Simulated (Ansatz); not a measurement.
Born–Oppenheimer molecular dynamics of CH$_{3}$N$_{2}$ (6 atoms, charge 0, multiplicity 2). It starts at the highest image of a converged band, a first-order saddle point between two minima.

The calculation used Ansatz, UKS PBE/def2-TZVP.

```
ensemble                      : NVE (velocity Verlet)
time step                     : 0.5 fs
steps asked                   : 200
starting velocities drawn for : 300 K
seed                          : 6211
```

First frame:

```xyz
6
Properties=species:S:1:pos:R:3
H 0.209 -0.184 -0.405
N 0.271 -1.085 0.377
C -0.138 1.108 -0.785
N -0.441 2.196 -1.085
H 0.786 -0.747 1.202
H -0.688 -1.288 0.696
```

Task: How far do the bonds stretch over the last three quarters of this one trajectory? (Pairs bonded in most of those frames.)

Result: 
```
 bond  mean (Å)  spread (Å)  shortest  longest
H1–C3     1.086       0.043      1.01     1.16
N2–H5     1.041       0.021      1.00     1.07
N2–H6     1.038       0.010      1.01     1.06
C3–N4     1.160       0.019      1.13     1.20
```

Mean temperature of the second half: 478 K. The conserved energy stayed within 0.24 meV per atom of its start (net change 0.05 meV per atom), so the integration is sound. The kinetic energy rose, since the run started high on the potential surface and went downhill. It ends in pieces (H2N + HCN (or HNC)), so much of that is their flight and rotation, not heat. A run of 0.1 ps of so small a system gives no equilibrium averages.

Run time: 3.7 min on 4 threads of Arm Neoverse N1, on a shared host, peak memory 0.17 GiB.
